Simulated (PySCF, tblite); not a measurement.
# CH3Cl: protonation

Wanted: protonation for CH3Cl (`CCl`).

Programs: tblite 0.8.0 and PySCF 2.14.0, with routines of our own; each step states its level. All values are computed. Atoms count from 0.

## 1. The starting structure

5 atoms, charge 0, multiplicity 1; geometry from: start built from the parent or by distance geometry.

## 2. Geometry optimisation with GFN2-xTB

Job settings and geometry (Å):

```
{"job": {"kind": "relax", "xc": "GFN2-xTB", "basis": "xTB"}, "charge": 0, "multiplicity": 1}
C     -0.105800    -0.004500    -0.006100
Cl     1.636500     0.084100     0.000200
H     -0.406600    -0.678500    -0.834500
H     -0.531900    -0.405500     0.919500
H     -0.575000     1.010000    -0.113400
```

Launch:

```bash
$ OMP_NUM_THREADS=1 python redox_run.py task.json out
```

The driver reads the jobs from task.json and runs them one after another.

Output:

```text
step      E/eV     max force
  0    -223.34026    1.629
  1    -223.38619    0.554
  2    -223.39906    0.298
  3    -223.40477    0.246
  4    -223.41279    0.218
  5    -223.41409    0.104
  6    -223.41450    0.063
  7    -223.41476    0.055
  8    -223.41499    0.045
  9    -223.41507    0.020
 10    -223.41508    0.005
```

It took 0.03 s on 1 thread of Intel Xeon Platinum 8259CL at 2.50GHz, shared host.

The steps of the relaxation:

| step | energy from step 0 (eV) | largest force (eV/Å) |
| --- | --- | --- |
| 0 | 0.0000 | 1.6291 |
| 1 | -0.0459 | 0.5543 |
| 2 | -0.0588 | 0.2976 |
| 3 | -0.0645 | 0.2463 |
| 4 | -0.0725 | 0.2182 |
| 5 | -0.0738 | 0.1044 |
| 6 | -0.0742 | 0.0634 |
| 7 | -0.0745 | 0.0549 |
| 8 | -0.0747 | 0.0450 |
| 9 | -0.0748 | 0.0202 |
| 10 | -0.0748 | 0.0046 |

Distances of close pairs at the start and the end, largest changes first:

| bond | before (Å) | after (Å) | change (Å) |
| --- | --- | --- | --- |
| C0–H4 | 1.123 | 1.086 | -0.037 |
| C0–Cl1 | 1.745 | 1.777 | +0.033 |
| C0–H2 | 1.110 | 1.086 | -0.024 |
| C0–H3 | 1.095 | 1.086 | -0.009 |

The next job starts from the end point, and lists it.

## 3. Harmonic vibrations with GFN2-xTB

Job settings and geometry (Å):

```
{"job": {"kind": "ir", "xc": "GFN2-xTB", "basis": "xTB"}, "charge": 0, "multiplicity": 1}
C     -0.147470    -0.007739    -0.010052
Cl     1.626392     0.095884     0.028910
H     -0.432742    -0.650893    -0.836711
H     -0.485216    -0.424669     0.933682
H     -0.543720     0.993122    -0.150198
```

Output:

```text
mode    cm-1     km/mol
  1     713.1     23.30
  2     999.8      2.89
  3    1000.0      2.79
  4    1316.1      5.59
  5    1441.6      7.45
  6    1441.9      7.47
  7    3030.4      0.03
  8    3043.8      0.62
  9    3044.1      0.57
ZPE 95.886  H(298)-E 106.338  G(298)-E 36.484 kJ/mol  S 234.29 J/(mol K)
```

Run time: 0.11 s. Hardware: 1 thread of Intel Xeon Platinum 8259CL at 2.50GHz, shared host.

The strongest bands and the atoms that carry them (share of the mass-weighted mode):

```
cm⁻¹  km/mol                               atoms
 713    23.3                   C0 62 %, Cl1 30 %
1000     2.9           H2 43 %, H4 36 %, C0 13 %
1000     2.8  H3 51 %, H4 20 %, C0 13 %, H2 13 %
1316     5.6  H3 29 %, H4 29 %, H2 29 %, C0 12 %
1442     7.5           H3 53 %, H2 21 %, H4 20 %
1442     7.5                    H4 43 %, H2 41 %
3044     0.6                    H3 56 %, H2 26 %
3044     0.6                    H4 54 %, H2 35 %
```

## 4. Relaxing the molecule at PBE0-D3(BJ)/def2-SVP

Job settings and geometry (Å):

```
{"job": {"xc": "PBE0", "basis": "def2-SVP", "d3": "d3bj", "grid": 1, "kind": "geom"}, "charge": 0, "multiplicity": 1}
C     -0.147470    -0.007739    -0.010052
Cl     1.626392     0.095884     0.028910
H     -0.432742    -0.650893    -0.836711
H     -0.485216    -0.424669     0.933682
H     -0.543720     0.993122    -0.150198
```

Output:

```text
step   0  E = -499.73016238  max force = 0.010314
step   1  E = -499.73047464  max force = 0.001368
step   2  E = -499.73047786  max force = 0.000097
optimisation converged
```

Run time: 2.1 s. Hardware: 1 thread of Intel Xeon Platinum 8259CL at 2.50GHz, shared host.

Step by step:

```csv
step,energy from step 0 (eV),largest force component (eV/Å)
0,0.0000,0.5304
1,-0.0085,0.0703
2,-0.0086,0.0050
```

Close pairs (by a distance rule), those that changed most:

```
  bond  before (Å)  after (Å)  change (Å)
 C0–H4       1.086      1.097      +0.012
 C0–H2       1.086      1.097      +0.012
 C0–H3       1.086      1.097      +0.012
C0–Cl1       1.777      1.775      -0.002
```

The next job starts from the end point, and lists it.

```
                         at the end point                  value
  point group (found at 0.08 Å tolerance)                    C3v
rotational constants (GHz, main isotopes)  155.6, 13.365, 13.365
                        dipole moment (D)                   1.87
```

## 5. Harmonic vibrations (CH₃Cl): PBE0-D3(BJ)/def2-SVP

Job settings and geometry (Å):

```
{"job": {"xc": "PBE0", "basis": "def2-SVP", "d3": "d3bj", "grid": 2, "kind": "hessian"}, "charge": 0, "multiplicity": 1}
C     -0.135067    -0.007836    -0.010637
Cl     1.635993     0.107458     0.036092
H     -0.431346    -0.657895    -0.843278
H     -0.492714    -0.430156     0.936672
H     -0.556491     0.995002    -0.153420
```

Output:

```text
coarse grid: 4576 points
cycle   1  E = -499.6708750320  dE = -3.918e-02  |g| = 1.689e-01  |ddm| = 1.965e+00
cycle   2  E = -499.6748914969  dE = -4.016e-03  |g| = 1.342e-01  |ddm| = 4.437e-01
cycle   3  E = -499.6795717713  dE = -4.680e-03  |g| = 2.861e-02  |ddm| = 2.009e-01
cycle   4  E = -499.6797661606  dE = -1.944e-04  |g| = 8.585e-03  |ddm| = 2.894e-02
cycle   5  E = -499.6797849153  dE = -1.875e-05  |g| = 8.110e-04  |ddm| = 7.684e-03
cycle   6  E = -499.6797850726  dE = -1.573e-07  |g| = 1.821e-04  |ddm| = 8.409e-04
final grid: 39072 points
cycle   7  E = -499.7304622489  dE = -6.347e-06  |g| = 4.173e-03  |ddm| = 1.032e-02
cycle   8  E = -499.7304610230  dE =  1.226e-06  |g| = 4.724e-03  |ddm| = 7.428e-03
cycle   9  E = -499.7304667050  dE = -5.682e-06  |g| = 5.010e-04  |ddm| = 3.961e-03
cycle  10  E = -499.7304667729  dE = -6.795e-08  |g| = 2.143e-05  |ddm| = 6.871e-04
cycle  11  E = -499.7304667730  dE = -9.106e-11  |g| = 7.785e-06  |ddm| = 2.338e-05
converged SCF energy = -499.7304667730

mode    cm-1
  1     765.4
  2    1018.7
  3    1018.7
  4    1365.5
  5    1456.4
  6    1456.4
  7    3082.3
  8    3206.1
  9    3206.2
ZPE 99.145  H(298)-E 109.528  G(298)-E 39.743 kJ/mol  S 234.06 J/(mol K)
```

It took 12 s on 1 thread of Intel Xeon Platinum 8259CL at 2.50GHz, shared host; peak memory 0.6 GiB.

Zero-point energy 99.14 kJ/mol (xTB gave 95.89).

## 6. Single point (CH3Cl): wB97X-D3(BJ)/def2-TZVP

Geometry: PBE0-D3(BJ)/def2-SVP.

Job settings and geometry (Å):

```
{"job": {"kind": "sp", "xc": "wB97X", "basis": "def2-TZVP", "d3": "d3bj", "grid": 2}, "charge": 0, "multiplicity": 1}
C     -0.135067    -0.007836    -0.010637
Cl     1.635993     0.107458     0.036092
H     -0.431346    -0.657895    -0.843278
H     -0.492714    -0.430156     0.936672
H     -0.556491     0.995002    -0.153420
```

Output:

```text
coarse grid: 4576 points
cycle   1  E = -500.1536358899  dE = -5.283e-03  |g| = 2.604e-01  |ddm| = 1.388e+00
cycle   2  E = -500.1640396738  dE = -1.040e-02  |g| = 2.223e-01  |ddm| = 3.571e-01
cycle   3  E = -500.1749283852  dE = -1.089e-02  |g| = 1.755e-02  |ddm| = 1.310e-01
cycle   4  E = -500.1750468001  dE = -1.184e-04  |g| = 5.930e-03  |ddm| = 2.076e-02
cycle   5  E = -500.1750621296  dE = -1.533e-05  |g| = 2.092e-03  |ddm| = 7.917e-03
cycle   6  E = -500.1750638612  dE = -1.732e-06  |g| = 4.722e-04  |ddm| = 2.819e-03
final grid: 39072 points
cycle   7  E = -500.1683784254  dE = -1.866e-05  |g| = 4.691e-03  |ddm| = 1.476e-02
cycle   8  E = -500.1683797981  dE = -1.373e-06  |g| = 2.184e-03  |ddm| = 3.454e-03
cycle   9  E = -500.1683802850  dE = -4.869e-07  |g| = 1.551e-04  |ddm| = 1.322e-03
cycle  10  E = -500.1683802915  dE = -6.517e-09  |g| = 7.061e-05  |ddm| = 1.603e-04
converged SCF energy = -500.1683802915
```

Run time: 2.5 s. Hardware: 1 thread of Intel Xeon Platinum 8259CL at 2.50GHz, shared host.

The fields below are evaluated on a grid from the run's orbitals.

Frontier orbitals at wB97X/def2-TZVP, with the share of their density that lies nearest to each atom:

```csv
orbital,energy (eV),lies on
HOMO,-10.98,Cl1 84 %; H4 7 %
LUMO,2.92,"Cl1 28 %; H2, H3, H4 about 18 % each; C0 17 %"
```

ELF in a plane through or near 3 of the atoms.

Ten even steps from '0' (0.00) to '9' (0.99):
```
0000000000000000000000000000
0000000000000000000000000000
0000000000000000000000000000
0000000000000000000000000000
0000000111000000000000000000
0000024554200013310000000000
0000246777400145531000000000
0000468998732467741000000000
0001478744665456731000000000
0001467245387242531000000000
0001467144287222531000000000
0001478733665678852000000000
0000468998722799996200000000
0000246776401699998300000000
0000024554100499997200000000
0000000110000157851000000000
0000000000000012200000000000
0000000000000000000000000000
0000000000000000000000000000
0000000000000000000000000000
```
The map spans 8.5 Å across and 7.2 Å up, centred on the molecule. Atoms in the plane (x, y in Å): C0 (0.1, 0.0), Cl1 (-1.6, 0.0), H2 (0.5, -1.0).

log10 of the density (e/Å³) in the same plane.

Ten even steps from '0' (-4.0) to '9' (1.7):
```
0000000000000000000000000000
0000000000000000000000000000
0000000000000000000000000000
0000112222211122211000000000
0001222333322222221100000000
0012334444433444433210000000
0112344555544455543221000000
0123456666655666654321000000
1223566777766777654322100000
1223567799777787654332100000
1223567799777797654332100000
1223566777766777654332100000
0123456666655667654321100000
0112344555544566654321000000
0012334444444455543321000000
0001222333323333332210000000
0000112222212222221100000000
0000000000000111110000000000
0000000000000000000000000000
0000000000000000000000000000
```
The map spans 8.5 Å across and 7.2 Å up, centred on the molecule. Atoms in the plane (x, y in Å): C0 (0.1, 0.0), Cl1 (-1.6, 0.0), H2 (0.5, -1.0).

On the surface of density 0.002 e/bohr³ the electrostatic potential runs, from the 1st to the 99th percentile, from -0.70 V near Cl1 to 1.12 V near H3.

## 7. Relaxing the molecule with GFN2-xTB

This step treats CH₄Cl+, `C[ClH+]`.

Job settings and geometry (Å):

```
{"job": {"kind": "relax", "xc": "GFN2-xTB", "basis": "xTB"}, "charge": 1, "multiplicity": 1}
C     -0.118800    -0.014000    -0.015900
Cl     1.625300     0.116100     0.013100
H     -0.413900    -0.665500    -0.840100
H     -0.495200    -0.415500     0.916100
H     -0.559700     0.991200    -0.142100
H      2.968200     0.238400     0.052600
```

Output:

```text
step      E/eV     max force
  0    -221.96950    1.709
  1    -222.04452    0.713
  2    -222.07173    0.654
  3    -222.08751    0.979
  4    -222.16120    3.235
  5    -222.25050    2.628
  6    -222.36540    2.340
  7    -222.75428    2.159
  8    -222.95801    2.202
  9    -223.02271    2.381
 10    -223.14932    2.131
 11    -223.30453    1.311
 12    -223.39575    0.917
 13    -223.44881    0.920
 14    -223.49524    1.144
 15    -223.54809    1.098
 16    -223.58189    0.495
 17    -223.59250    0.129
 18    -223.59323    0.082
 19    -223.59369    0.066
 20    -223.59428    0.068
 21    -223.59471    0.059
 22    -223.59492    0.033
 23    -223.59501    0.030
 24    -223.59510    0.042
 25    -223.59529    0.065
 26    -223.59571    0.088
 27    -223.59653    0.119
 28    -223.59762    0.128
 29    -223.59850    0.104
 30    -223.59914    0.076
 31    -223.59946    0.081
 32    -223.59982    0.060
 33    -223.59998    0.040
 34    -223.60003    0.014
 35    -223.60004    0.008
```

Run time: 0.2 s. Hardware: 1 thread of Intel Xeon Platinum 8259CL at 2.50GHz, shared host.

The steps of the relaxation: (not every step is listed)

```csv
step,energy from step 0 (eV),largest force (eV/Å)
0,0.0000,1.7090
1,-0.0750,0.7135
2,-0.1022,0.6538
3,-0.1180,0.9787
4,-0.1917,3.2350
5,-0.2810,2.6284
6,-0.3959,2.3398
7,-0.7848,2.1594
8,-0.9885,2.2017
10,-1.1798,2.1313
12,-1.4262,0.9169
14,-1.5257,1.1444
16,-1.6124,0.4949
18,-1.6237,0.0822
20,-1.6248,0.0683
22,-1.6254,0.0330
24,-1.6256,0.0420
26,-1.6262,0.0877
28,-1.6281,0.1278
30,-1.6296,0.0765
31,-1.6300,0.0810
32,-1.6303,0.0600
33,-1.6305,0.0401
34,-1.6305,0.0136
35,-1.6305,0.0077
```

Distances of close pairs at the start and the end, largest changes first:

```
  bond  before (Å)  after (Å)  change (Å)
Cl1–H5       1.349      1.294      -0.055
C0–Cl1       1.749      1.781      +0.031
 C0–H4       1.105      1.088      -0.017
 C0–H3       1.082      1.088      +0.006
 C0–H2       1.091      1.089      -0.002
```

The final coordinates are the input of the step that follows.

## 8. Vibrational analysis with GFN2-xTB

Job settings and geometry (Å):

```
{"job": {"kind": "ir", "xc": "GFN2-xTB", "basis": "xTB"}, "charge": 1, "multiplicity": 1}
C     -0.001986    -0.005997    -0.043348
Cl     1.704408    -0.316782    -0.446140
H     -0.599594    -0.608891    -0.726116
H     -0.190743    -0.308854     0.984544
H     -0.222195     1.049243    -0.191003
H      2.315950     0.441956     0.405747
```

Output:

```text
mode    cm-1     km/mol
  1     205.5     52.52
  2     638.2      0.51
  3     745.6     21.08
  4    1001.9      4.16
  5    1023.3     17.25
  6    1329.7      3.65
  7    1383.2     29.80
  8    1393.6     37.15
  9    2298.6     41.20
 10    3028.2     14.14
 11    3041.4     26.74
 12    3047.4     17.53
ZPE 114.462  H(298)-E 126.698  G(298)-E 50.407 kJ/mol  S 255.88 J/(mol K)
```

Wall time 0.17 s (1 thread of Intel Xeon Platinum 8259CL at 2.50GHz, shared host).

The strongest bands and the atoms that carry them (share of the mass-weighted mode):

```csv
cm⁻¹,km/mol,atoms
206,52.5,"H5 65 %, H2 12 %, H4 10 %, H3 10 %"
746,21.1,"H5 74 %, C0 15 %"
1023,17.2,"H2 44 %, H3 16 %, C0 16 %, H4 15 %"
1383,29.8,"H3 44 %, H4 41 %"
1394,37.1,"H2 52 %, H4 23 %, H3 20 %"
2299,41.2,H5 97 %
3041,26.7,"H2 59 %, H4 17 %, H3 15 %"
3047,17.5,"H4 46 %, H3 45 %"
```

## 9. Optimising the geometry at PBE0-D3(BJ)/def2-SVP

This step treats CH₄Cl+, `C[ClH+]`.

The job, as its differences from that of step 8:

```diff
@@ -1,2 +1,2 @@
-{"job": {"kind": "ir", "xc": "GFN2-xTB", "basis": "xTB"}, "charge": 1, "multiplicity": 1}
+{"job": {"xc": "PBE0", "basis": "def2-SVP", "d3": "d3bj", "grid": 1, "kind": "geom"}, "charge": 1, "multiplicity": 1}
 C     -0.001986    -0.005997    -0.043348
```

Output:

```text
step   0  E = -499.98165825  max force = 0.020528
step   1  E = -499.98375546  max force = 0.005191
step   2  E = -499.98387679  max force = 0.001359
step   3  E = -499.98388350  max force = 0.000129
optimisation converged
```

Wall time 3.2 s (1 thread of Intel Xeon Platinum 8259CL at 2.50GHz, shared host).

The steps of the relaxation:

```
step  energy from step 0 (eV)  largest force component (eV/Å)
   0                   0.0000                          1.0556
   1                  -0.0571                          0.2669
   2                  -0.0604                          0.0699
   3                  -0.0606                          0.0066
```

Distances of close pairs at the start and the end, largest changes first:

```
  bond  before (Å)  after (Å)  change (Å)
C0–Cl1       1.781      1.851      +0.070
Cl1–H5       1.294      1.310      +0.016
 C0–H2       1.089      1.097      +0.008
 C0–H4       1.088      1.096      +0.008
 C0–H3       1.088      1.096      +0.008
```

The next job starts from the end point, and lists it.

| at the end point | value |
| --- | --- |
| point group (found at 0.08 Å tolerance) | Cs |
| rotational constants (GHz, main isotopes) | 101.1, 12.371, 11.918 |

## 10. Harmonic vibrations (CH4Cl+): PBE0-D3(BJ)/def2-SVP

Job settings and geometry (Å):

```
{"job": {"xc": "PBE0", "basis": "def2-SVP", "d3": "d3bj", "grid": 2, "kind": "hessian"}, "charge": 1, "multiplicity": 1}
C     -0.050181     0.012389    -0.031377
Cl     1.716775    -0.331464    -0.462684
H     -0.588116    -0.619732    -0.748921
H     -0.182075    -0.313810     1.006275
H     -0.206561     1.082741    -0.205949
H      2.332945     0.434021     0.403877
```

Output:

```text
coarse grid: 5192 points
cycle   1  E = -499.9162361270  dE =  3.350e-01  |g| = 2.296e-01  |ddm| = 2.107e+00
cycle   2  E = -499.9280763594  dE = -1.184e-02  |g| = 1.418e-01  |ddm| = 4.572e-01
cycle   3  E = -499.9333085386  dE = -5.232e-03  |g| = 1.241e-02  |ddm| = 1.482e-01
cycle   4  E = -499.9333413921  dE = -3.285e-05  |g| = 5.464e-03  |ddm| = 1.590e-02
cycle   5  E = -499.9333495755  dE = -8.183e-06  |g| = 1.280e-03  |ddm| = 5.900e-03
final grid: 44448 points
cycle   6  E = -499.9838749714  dE = -8.221e-06  |g| = 2.734e-03  |ddm| = 9.660e-03
cycle   7  E = -499.9838754020  dE = -4.306e-07  |g| = 2.429e-03  |ddm| = 5.003e-03
cycle   8  E = -499.9838768876  dE = -1.486e-06  |g| = 3.498e-04  |ddm| = 2.263e-03
cycle   9  E = -499.9838769214  dE = -3.376e-08  |g| = 3.530e-05  |ddm| = 3.843e-04
cycle  10  E = -499.9838769217  dE = -2.748e-10  |g| = 1.257e-05  |ddm| = 4.366e-05
cycle  11  E = -499.9838769217  dE = -4.206e-11  |g| = 1.277e-06  |ddm| = 1.271e-05
converged SCF energy = -499.9838769217

mode    cm-1
  1     223.3
  2     563.2
  3     773.0
  4    1015.8
  5    1102.9
  6    1350.9
  7    1423.2
  8    1424.3
  9    2810.3
 10    3098.1
 11    3258.7
 12    3274.7
ZPE 121.531  H(298)-E 133.744  G(298)-E 57.359 kJ/mol  S 256.20 J/(mol K)
```

Run time: 16 s. Hardware: 1 thread of Intel Xeon Platinum 8259CL at 2.50GHz, shared host; peak memory 0.71 GiB.

Zero-point energy 121.53 kJ/mol (xTB gave 114.46).

## 11. Single point (CH₄Cl+): wB97X-D3(BJ)/def2-TZVP

Geometry: PBE0-D3(BJ)/def2-SVP.

Job settings and geometry (Å):

```
{"job": {"kind": "sp", "xc": "wB97X", "basis": "def2-TZVP", "d3": "d3bj", "grid": 2}, "charge": 1, "multiplicity": 1}
C     -0.050181     0.012389    -0.031377
Cl     1.716775    -0.331464    -0.462684
H     -0.588116    -0.619732    -0.748921
H     -0.182075    -0.313810     1.006275
H     -0.206561     1.082741    -0.205949
H      2.332945     0.434021     0.403877
```

Output:

```text
coarse grid: 5192 points
cycle   1  E = -500.3891768536  dE =  3.973e-01  |g| = 3.598e-01  |ddm| = 1.501e+00
cycle   2  E = -500.4225725575  dE = -3.340e-02  |g| = 2.104e-01  |ddm| = 4.190e-01
cycle   3  E = -500.4316550365  dE = -9.082e-03  |g| = 2.776e-02  |ddm| = 1.235e-01
cycle   4  E = -500.4318683717  dE = -2.133e-04  |g| = 1.471e-02  |ddm| = 3.742e-02
cycle   5  E = -500.4319145932  dE = -4.622e-05  |g| = 1.764e-03  |ddm| = 1.016e-02
cycle   6  E = -500.4319163045  dE = -1.711e-06  |g| = 5.130e-04  |ddm| = 3.091e-03
final grid: 44448 points
cycle   7  E = -500.4248486158  dE = -1.830e-05  |g| = 4.201e-03  |ddm| = 1.355e-02
cycle   8  E = -500.4248496942  dE = -1.078e-06  |g| = 1.876e-03  |ddm| = 2.778e-03
cycle   9  E = -500.4248500306  dE = -3.363e-07  |g| = 1.377e-04  |ddm| = 1.114e-03
cycle  10  E = -500.4248500358  dE = -5.256e-09  |g| = 4.560e-05  |ddm| = 1.283e-04
converged SCF energy = -500.4248500358
```

Wall time 1.5 s (1 thread of Intel Xeon Platinum 8259CL at 2.50GHz, shared host); peak memory 0.44 GiB.

## 12. Single point (CH3Cl): wB97X-D3(BJ)/def2-TZVP in diethylether

Geometry: PBE0-D3(BJ)/def2-SVP.

Job settings and geometry (Å):

```
{"job": {"kind": "sp", "xc": "wB97X", "basis": "def2-TZVP", "d3": "d3bj", "grid": 2, "solvent": "diethylether"}, "charge": 0, "multiplicity": 1}
C     -0.135067    -0.007836    -0.010637
Cl     1.635993     0.107458     0.036092
H     -0.431346    -0.657895    -0.843278
H     -0.492714    -0.430156     0.936672
H     -0.556491     0.995002    -0.153420
```

Output:

```text
final grid: 39072 points
cycle   1  E = -500.1712059642  dE = -2.823e-04  |g| = 8.746e-03  |ddm| = 4.482e-02
cycle   2  E = -500.1712322423  dE = -2.628e-05  |g| = 5.335e-03  |ddm| = 1.924e-02
cycle   3  E = -500.1712387785  dE = -6.536e-06  |g| = 1.349e-03  |ddm| = 5.030e-03
cycle   4  E = -500.1712398501  dE = -1.072e-06  |g| = 3.729e-04  |ddm| = 4.125e-03
cycle   5  E = -500.1712399129  dE = -6.277e-08  |g| = 9.681e-05  |ddm| = 1.004e-03
cycle   6  E = -500.1712399159  dE = -2.951e-09  |g| = 1.830e-05  |ddm| = 1.459e-04
converged SCF energy = -500.1712399159
```

Wall time 1.2 s (1 thread of Intel Xeon Platinum 8259CL at 2.50GHz, shared host); peak memory 0.44 GiB.

## 13. Single point (CH4Cl+): wB97X-D3(BJ)/def2-TZVP in diethylether

Geometry: PBE0-D3(BJ)/def2-SVP.

Job settings and geometry (Å):

```
{"job": {"kind": "sp", "xc": "wB97X", "basis": "def2-TZVP", "d3": "d3bj", "grid": 2, "solvent": "diethylether"}, "charge": 1, "multiplicity": 1}
C     -0.050181     0.012389    -0.031377
Cl     1.716775    -0.331464    -0.462684
H     -0.588116    -0.619732    -0.748921
H     -0.182075    -0.313810     1.006275
H     -0.206561     1.082741    -0.205949
H      2.332945     0.434021     0.403877
```

Output:

```text
final grid: 44448 points
cycle   1  E = -500.5098499632  dE = -3.165e-04  |g| = 9.582e-03  |ddm| = 5.279e-02
cycle   2  E = -500.5098740808  dE = -2.412e-05  |g| = 4.134e-03  |ddm| = 1.343e-02
cycle   3  E = -500.5098778963  dE = -3.816e-06  |g| = 9.336e-04  |ddm| = 3.042e-03
cycle   4  E = -500.5098782549  dE = -3.586e-07  |g| = 4.244e-04  |ddm| = 1.688e-03
cycle   5  E = -500.5098783074  dE = -5.253e-08  |g| = 3.844e-05  |ddm| = 4.551e-04
cycle   6  E = -500.5098783086  dE = -1.145e-09  |g| = 1.104e-05  |ddm| = 8.468e-05
converged SCF energy = -500.5098783086
```

Run time: 1.6 s. Hardware: 1 thread of Intel Xeon Platinum 8259CL at 2.50GHz, shared host; peak memory 0.44 GiB.

## 14. Protonation: wB97X-D3(BJ)/def2-TZVP

This step combines the energies above: geometries from PBE0-D3(BJ)/def2-SVP, zero-point and thermal terms from PBE0-D3(BJ)/def2-SVP.

Job settings and geometry (Å):

```
{"job": {"kind": "pa", "geom": {"xc": "PBE0", "basis": "def2-SVP", "d3": "d3bj", "grid": 1}, "hess": 1, "level": {"xc": "wB97X", "basis": "def2-TZVP", "d3": "d3bj", "solvents": ["diethylether"]}}, "charge": 0, "multiplicity": 1}
C     -0.135067    -0.007836    -0.010637
Cl     1.635993     0.107458     0.036092
H     -0.431346    -0.657895    -0.843278
H     -0.492714    -0.430156     0.936672
H     -0.556491     0.995002    -0.153420
```

Output (the driver's rows laid out field by field):

```text
protonation site by site, wB97X-D3(BJ)/def2-TZVP // PBE0-D3(BJ)/def2-SVP

row 1
  formula                 CH4Cl
  charge                  1
  multiplicity            1
  smiles                  C[ClH+]
  kept                    yes
  pieces                  1
  point_group             Cs
  atom                    1
  element                 Cl
  electronic              673.36
  enthalpy                655.34
  free_energy             629.46
  solution                diethylether 845.19
  share_gas               1.0
  share_solution          diethylether 1.0
```

It took 41 s on 1 thread of Intel Xeon Platinum 8259CL at 2.50GHz, shared host; peak memory 0.44 GiB.

Energy given off on adding a proton (kJ/mol, gas phase, 298 K for the thermal columns):

```csv
site,product,electronic,enthalpy,free energy
Cl1,C[ClH+],673.4,655.3,629.5
```

Free energies in a continuum (kJ/mol, same sign; the bare proton is left unsolvated, so these are no solution acidities or basicities): diethylether: Cl1 845.2.

(Part 1 of 2 ends here.)
